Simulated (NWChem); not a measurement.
All runs are NWChem calculations. System: HO, charge 0, spin multiplicity 2, at a geometry optimised with UPBE0/def2-SVP. The structure started from a generated list of species. Its SCF solution wasn't tested for a lower state. Level: UHF/def2-TZVP.

The NWChem input:

```
start mol
memory heap 200 mb stack 900 mb global 1100 mb
geometry units angstroms nocenter noautoz
  O      0.000000     0.000000     0.108493
  H      0.000000     0.000000    -0.867944
  symmetry group C2v
end
basis spherical
  * library def2-tzvp
end
scf
  uhf
  nopen 1
  maxiter 100
  thresh 1e-7
  semidirect memsize 60000000 filesize 0
  # guess.movecs holds the orbitals of an unrestricted PBE0 run
  vectors input guess.movecs output mol.movecs
end
task scf energy
```

Output (cleaned and shortened):

```
             Northwest Computational Chemistry Package (NWChem) 7.3.0
             --------------------------------------------------------

                                NWChem Input Module
                                -------------------

 Scaling coordinates for geometry "geometry" by  1.889725989
 (inverse scale =  0.529177249)

 Turning off AUTOSYM since
 SYMMETRY directive was detected!

                             Geometry "geometry" -> ""
                             -------------------------

 Output coordinates in angstroms (scale by  1.889725989 to convert to a.u.)

  No.       Tag          Charge          X              Y              Z
 ---- ---------------- ---------- -------------- -------------- --------------
    1 O                    8.0000     0.00000000     0.00000000     0.10849300
    2 H                    1.0000     0.00000000     0.00000000    -0.86794400

 Effective nuclear repulsion energy (a.u.)       4.3355771975

            Nuclear Dipole moment (a.u.)
            ----------------------------
        X                 Y               Z
 ---------------- ---------------- ----------------
     0.0000000000     0.0000000000     0.0000000000

      Symmetry information
      --------------------

 Group name             C2v
 Group number             16
 Group order               4
 No. of unique centers     2

      Symmetry unique atoms

     1    2


 Summary of "ao basis" -> "" (spherical)
 ------------------------------------------------------------------------------
       Tag                 Description            Shells   Functions and Types
 ---------------- ------------------------------  ------  ---------------------
 *                         def2-tzvp                  on all atoms

 Summary of "ao basis" -> "ao basis" (spherical)
 ------------------------------------------------------------------------------
       Tag                 Description            Shells   Functions and Types
 ---------------- ------------------------------  ------  ---------------------
 O                         def2-tzvp                11       31   5s3p2d1f
 H                         def2-tzvp                 4        6   3s1p

                                 NWChem SCF Module
                                 -----------------

  ao basis        = "ao basis"
  functions       =    37
  atoms           =     2
  alpha electrons =     5
  beta  electrons =     4
  charge          =   0.00
  wavefunction    = UHF
  use symmetry    = T
  symmetry adapt  = T

 Summary of "ao basis" -> "ao basis" (spherical)
 ------------------------------------------------------------------------------
       Tag                 Description            Shells   Functions and Types
 ---------------- ------------------------------  ------  ---------------------
 O                         def2-tzvp                11       31   5s3p2d1f
 H                         def2-tzvp                 4        6   3s1p

      Symmetry analysis of basis
      --------------------------

        a1         18
        a2          3
        b1          8
        b2          8

 Forming initial guess at       0.0s

   Symmetry analysis of molecular orbitals - initial alpha
   -------------------------------------------------------

  Numbering of irreducible representations:

     1 a1          2 a2          3 b1          4 b2

  Orbital symmetries:

     1 a1          2 a1          3 a1          4 b2          5 b1
     6 a1          7 a1          8 b2          9 a1         10 b1
    11 a1         12 b2         13 b1         14 a1         15 a2

   Symmetry analysis of molecular orbitals - initial beta
   ------------------------------------------------------

  Numbering of irreducible representations:

     1 a1          2 a2          3 b1          4 b2

  Orbital symmetries:

     1 a1          2 a1          3 a1          4 b1          5 b2
     6 a1          7 a1          8 a1          9 b1         10 b2
    11 a1         12 b1         13 b2         14 a2         15 a1

 Starting SCF solution at       0.0s

 ----------------------------------------------
         Quadratically convergent UHF

 Convergence threshold     :          1.000E-07
 Maximum no. of iterations :          100
 Integral*density screening:          1.000E-09
 ----------------------------------------------

              iter       energy          gnorm     gmax       time
             ----- ------------------- --------- --------- --------
                 1      -75.4180988414  3.25D-01  1.29D-01      0.1
                 2      -75.4218096101  3.40D-02  1.11D-02      0.1
                 3      -75.4219729883  5.28D-04  1.98D-04      0.1
                 4      -75.4219730896  2.09D-07  6.26D-08      0.1
                 5      -75.4219730896  3.46D-09  1.32D-09      0.1

       Final UHF  results
       ------------------

         Total SCF energy =    -75.421973089604
      One electron energy =   -112.634537426536
      Two electron energy =     32.876987139429
 Nuclear repulsion energy =      4.335577197502

                       Sz =      0.5000
                 Sz(Sz+1) =      0.7500
                      S^2 =      0.7565

        Time for solution =      0.1s

       Symmetry analysis of molecular orbitals - alpha
       -----------------------------------------------

  Numbering of irreducible representations:

     1 a1          2 a2          3 b1          4 b2

  Orbital symmetries:

     1 a1          2 a1          3 a1          4 b2          5 b1
     6 a1          7 a1          8 b2          9 b1         10 a1
    11 a1         12 b2         13 b1         14 a1         15 a2

       Symmetry analysis of molecular orbitals - beta
       ----------------------------------------------

  Numbering of irreducible representations:

     1 a1          2 a2          3 b1          4 b2

  Orbital symmetries:

     1 a1          2 a1          3 a1          4 b1          5 b2
     6 a1          7 a1          8 b1          9 a1         10 b2
    11 a1         12 b1         13 b2         14 a1         15 a2

          Final alpha eigenvalues
          -----------------------

              1
    1  -20.6353
    2   -1.3845
    3   -0.6781
    4   -0.6559
    5   -0.5591
    6    0.1316
    7    0.5373
    8    0.5418
    9    0.5789
   10    0.5798
   11    0.7235
   12    1.4321
   13    1.4660
   14    1.6776
   15    1.6801

          Final beta eigenvalues
          ----------------------

              1
    1  -20.5951
    2   -1.2262
    3   -0.6345
    4   -0.5118
    5    0.1002
    6    0.1389
    7    0.5446
    8    0.5919
    9    0.5970
   10    0.6823
   11    0.7457
   12    1.4667
   13    1.4918
   14    1.7617
   15    1.7629

                    UHF Final Alpha Molecular Orbital Analysis
                    ------------------------------------------

 Vector    3  Occ=1.000000D+00  E=-6.781260D-01  Symmetry=a1
              MO Center= -3.7D-16, -1.9D-15,  1.1D-02, r^2= 7.1D-01
   Bfn.  Coefficient  Atom+Function         Bfn.  Coefficient  Atom+Function
  ----- ------------  ---------------      ----- ------------  ---------------
     8      0.402420  1 O  pz                11      0.349162  1 O  pz
    33     -0.225675  2 H  s                  5      0.164869  1 O  s
     4      0.154858  1 O  s                 14      0.154983  1 O  pz
    32     -0.152187  2 H  s

 Vector    4  Occ=1.000000D+00  E=-6.558988D-01  Symmetry=b2
              MO Center= -9.9D-16,  3.8D-15,  8.7D-02, r^2= 5.5D-01
   Bfn.  Coefficient  Atom+Function         Bfn.  Coefficient  Atom+Function
  ----- ------------  ---------------      ----- ------------  ---------------
     7      0.500023  1 O  py                10      0.451545  1 O  py
    13      0.236677  1 O  py

 Vector    5  Occ=1.000000D+00  E=-5.591067D-01  Symmetry=b1
              MO Center= -1.5D-16, -6.4D-16,  8.5D-02, r^2= 6.0D-01
   Bfn.  Coefficient  Atom+Function         Bfn.  Coefficient  Atom+Function
  ----- ------------  ---------------      ----- ------------  ---------------
     6      0.485992  1 O  px                 9      0.431682  1 O  px
    12      0.278523  1 O  px

 Vector    6  Occ=0.000000D+00  E= 1.316369D-01  Symmetry=a1
              MO Center= -4.1D-15,  8.4D-14, -1.3D+00, r^2= 2.8D+00
   Bfn.  Coefficient  Atom+Function         Bfn.  Coefficient  Atom+Function
  ----- ------------  ---------------      ----- ------------  ---------------
    34      1.784335  2 H  s                  5     -1.070753  1 O  s
    14      0.483089  1 O  pz                 3     -0.156789  1 O  s
     8      0.150742  1 O  pz

 Vector    7  Occ=0.000000D+00  E= 5.372615D-01  Symmetry=a1
              MO Center= -3.5D-15,  1.2D-13,  5.7D-02, r^2= 2.6D+00
   Bfn.  Coefficient  Atom+Function         Bfn.  Coefficient  Atom+Function
  ----- ------------  ---------------      ----- ------------  ---------------
    33      2.110785  2 H  s                 14      1.375176  1 O  pz
     4     -0.765064  1 O  s                 34     -0.596753  2 H  s
     5     -0.209958  1 O  s                 11      0.157236  1 O  pz

 Vector    8  Occ=0.000000D+00  E= 5.417651D-01  Symmetry=b2
              MO Center=  1.6D-15, -5.5D-13,  1.1D-01, r^2= 2.4D+00
   Bfn.  Coefficient  Atom+Function         Bfn.  Coefficient  Atom+Function
  ----- ------------  ---------------      ----- ------------  ---------------
    13      1.270626  1 O  py                10     -0.691480  1 O  py
     7     -0.255683  1 O  py

                     UHF Final Beta Molecular Orbital Analysis
                     -----------------------------------------

 Vector    2  Occ=1.000000D+00  E=-1.226172D+00  Symmetry=a1
              MO Center= -1.0D-16,  1.5D-15, -9.2D-02, r^2= 4.9D-01
   Bfn.  Coefficient  Atom+Function         Bfn.  Coefficient  Atom+Function
  ----- ------------  ---------------      ----- ------------  ---------------
     4      0.477199  1 O  s                  3      0.335967  1 O  s
     2     -0.235145  1 O  s                  5      0.179147  1 O  s

 Vector    3  Occ=1.000000D+00  E=-6.344902D-01  Symmetry=a1
              MO Center= -4.1D-15,  3.7D-16,  3.7D-02, r^2= 7.5D-01
   Bfn.  Coefficient  Atom+Function         Bfn.  Coefficient  Atom+Function
  ----- ------------  ---------------      ----- ------------  ---------------
     8      0.382032  1 O  pz                11      0.327559  1 O  pz
    33     -0.245060  2 H  s                  5      0.205319  1 O  s
     4      0.178011  1 O  s                 14      0.165425  1 O  pz
    32     -0.157328  2 H  s

 Vector    4  Occ=1.000000D+00  E=-5.118370D-01  Symmetry=b1
              MO Center=  5.0D-15,  4.4D-16,  8.5D-02, r^2= 6.4D-01
   Bfn.  Coefficient  Atom+Function         Bfn.  Coefficient  Atom+Function
  ----- ------------  ---------------      ----- ------------  ---------------
     6      0.471780  1 O  px                 9      0.419375  1 O  px
    12      0.309610  1 O  px

 Vector    5  Occ=0.000000D+00  E= 1.002164D-01  Symmetry=b2
              MO Center=  1.4D-15,  2.1D-13,  8.1D-02, r^2= 1.1D+00
   Bfn.  Coefficient  Atom+Function         Bfn.  Coefficient  Atom+Function
  ----- ------------  ---------------      ----- ------------  ---------------
    13      0.614768  1 O  py                 7      0.345397  1 O  py
    10      0.251451  1 O  py

 Vector    6  Occ=0.000000D+00  E= 1.388524D-01  Symmetry=a1
              MO Center=  6.1D-17, -8.3D-15, -1.3D+00, r^2= 2.8D+00
   Bfn.  Coefficient  Atom+Function         Bfn.  Coefficient  Atom+Function
  ----- ------------  ---------------      ----- ------------  ---------------
    34      1.821476  2 H  s                  5     -1.125377  1 O  s
    14      0.503429  1 O  pz                 4      0.173610  1 O  s
     3     -0.157033  1 O  s                  8      0.150084  1 O  pz

 Vector    7  Occ=0.000000D+00  E= 5.445661D-01  Symmetry=a1
              MO Center=  4.8D-17,  1.7D-14,  4.8D-02, r^2= 2.6D+00
   Bfn.  Coefficient  Atom+Function         Bfn.  Coefficient  Atom+Function
  ----- ------------  ---------------      ----- ------------  ---------------
    33      2.161317  2 H  s                 14      1.426306  1 O  pz
     4     -0.696268  1 O  s                 34     -0.530833  2 H  s
     5     -0.384400  1 O  s                 11      0.165948  1 O  pz

 center of mass
 --------------
 x =   0.00000000 y =   0.00000000 z =   0.09564922

 moments of inertia (a.u.)
 ------------------
           3.228005521216           0.000000000000           0.000000000000
           0.000000000000           3.228005521216           0.000000000000
           0.000000000000           0.000000000000           0.000000000000

  Mulliken analysis of the total density
  --------------------------------------

    Atom       Charge   Shell Charges
 -----------   ------   -------------------------------------------------------
    1 O    8     8.34   0.79  1.18  0.61  0.99  0.35  1.76  1.84  0.81  0.00  0.01  0.00
    2 H    1     0.66   0.24  0.34  0.03  0.04

  Mulliken analysis of the alpha density
  --------------------------------------

    Atom       Charge   Shell Charges
 -----------   ------   -------------------------------------------------------
    1 O    8     4.69   0.40  0.59  0.31  0.50  0.16  1.11  1.14  0.47  0.00  0.01  0.00
    2 H    1     0.31   0.11  0.15  0.01  0.02

   Mulliken analysis of the beta density
   -------------------------------------

    Atom       Charge   Shell Charges
 -----------   ------   -------------------------------------------------------
    1 O    8     3.65   0.40  0.59  0.29  0.48  0.19  0.65  0.69  0.34  0.00  0.01  0.00
    2 H    1     0.35   0.13  0.19  0.02  0.02

   Mulliken analysis of the spin density
   -------------------------------------

    Atom       Charge   Shell Charges
 -----------   ------   -------------------------------------------------------
    1 O    8     1.05   0.00 -0.00  0.02  0.02 -0.02  0.46  0.45  0.12 -0.00  0.00 -0.00
    2 H    1    -0.05  -0.01 -0.03 -0.00  0.00

       Multipole analysis of the density wrt the origin
       ------------------------------------------------

     L   x y z        total         alpha         beta         nuclear
     -   - - -        -----         -----         ----         -------
     0   0 0 0     -0.000000     -5.000000     -4.000000      9.000000

     1   1 0 0      0.000000      0.000000     -0.000000      0.000000
     1   0 1 0     -0.000000     -0.000000     -0.000000      0.000000
     1   0 0 1     -0.730275     -0.468753     -0.261523      0.000000

     2   2 0 0     -4.943299     -2.584504     -2.358795      0.000000
     2   1 1 0      0.000000     -0.000000      0.000000      0.000000
     2   1 0 1      0.000000      0.000000     -0.000000      0.000000
     2   0 2 0     -3.985956     -2.573953     -1.412003      0.000000
     2   0 1 1      0.000000      0.000000     -0.000000      0.000000
     2   0 0 2     -3.330463     -3.266603     -3.090312      3.026451

 Task  times  cpu:        0.1s     wall:        0.1s

 Total times  cpu:        0.1s     wall:        0.1s
```
